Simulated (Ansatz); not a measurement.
This geometry of BH3O + FH (7 atoms, charge 0, multiplicity 1) is a first-order saddle point.

These are results of RKS BHLYP-D4/cc-pVDZ in Ansatz, not measurements.

```xyz
7
Properties=species:S:1:pos:R:3
B 0.040 0.065 0.130
O -0.039 0.024 1.635
H -0.895 -0.267 1.948
H 1.125 -0.195 -0.288
H -0.964 -0.263 -0.431
F -0.003 1.720 0.324
H -0.050 1.238 1.330
```

(1) Which two structures does it join? (They come from a converged band through this point; their orientation in space is the band's.)

(2) How far does it lie above each of them?

Answers

(1) Bonds broken: F6–H7. Bonds formed: B1–F6, O2–H7. BH3O + FH becomes BFH4O.

First end point:

```xyz
7
Properties=species:S:1:pos:R:3
B -0.161 -0.442 -0.032
O -0.464 0.181 1.131
H -1.103 -0.273 1.677
H 0.633 0.102 -0.737
H -0.686 -1.485 -0.304
F 0.723 2.523 1.467
H 0.270 1.717 1.446
```

Last end point:

```xyz
7
Properties=species:S:1:pos:R:3
B -0.027 0.295 -0.088
O -0.101 -0.006 1.632
H -0.997 0.177 1.927
H 1.139 0.067 -0.291
H -0.869 -0.480 -0.469
F -0.386 1.625 -0.133
H 0.456 0.645 2.069
```

(2) 72.1 kJ/mol above the first and 93.5 kJ/mol above the second. This is the barrier of this one path; another mechanism may lie lower. The orbitals stay closed-shell, which can raise the energy where a bond breaks towards radicals; this wasn't checked here.

The run took 120 s on 1 thread of Intel(R) Xeon(R) Platinum 8488C (Sapphire Rapids), with other jobs on the host, peak memory 0.13 GiB.
